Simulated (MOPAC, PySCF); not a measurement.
CH4O, SMILES `CO`, neutral singlet in the gas phase. 

Cartesian coordinates (Å):
SMILES: CO
```xyz
6

C     -0.3400     0.0362     0.0270
O      0.9408     0.3221    -0.4528
H     -0.4436     0.1891     1.1196
H     -0.6745    -0.9950    -0.2025
H     -1.0436     0.7236    -0.4658
H      1.5609    -0.2759    -0.0256
```
Charge 0, multiplicity 1.

All levels are single points at this geometry (PBE0-D3(BJ)/def2-SVP); Pople sets use spherical d functions. Orbital energies aren't observables, and empty levels follow the basis.

```tsv
level	HOMO (eV)	LUMO (eV)	gap (eV)	dipole (D)	vertical IE, Delta-SCF (eV)
PBE-D3(BJ)/def2-TZVP in PySCF	-6.17	0.21	6.38	1.58	10.62
TPSSh-D3(BJ)/def2-TZVP in PySCF	-6.98	0.80	7.78	1.62	10.65
B3LYP/3-21G in PySCF	-6.70	2.85	9.55	1.76	–
B3LYP/6-31G* in PySCF	-7.20	2.13	9.33	1.64	10.63
BP86/6-31G* in PySCF	-5.80	1.53	7.33	1.58	–
M06-2X/6-31G* in PySCF	-9.23	3.45	12.69	1.71	–
PBE/6-31G* in PySCF	-5.67	1.48	7.15	1.57	10.39
HF/3-21G in PySCF	-11.75	7.21	18.96	2.06	–
HF/6-31G* in PySCF	-12.05	6.14	18.18	1.86	9.69
HF/STO-3G in PySCF	-9.67	16.16	25.83	1.47	–
AM1 in MOPAC	-11.13	3.73	14.86	1.59	–
PM3 in MOPAC	-11.12	3.40	14.53	1.48	–
PM7 in MOPAC	-10.70	3.04	13.74	1.98	–
```
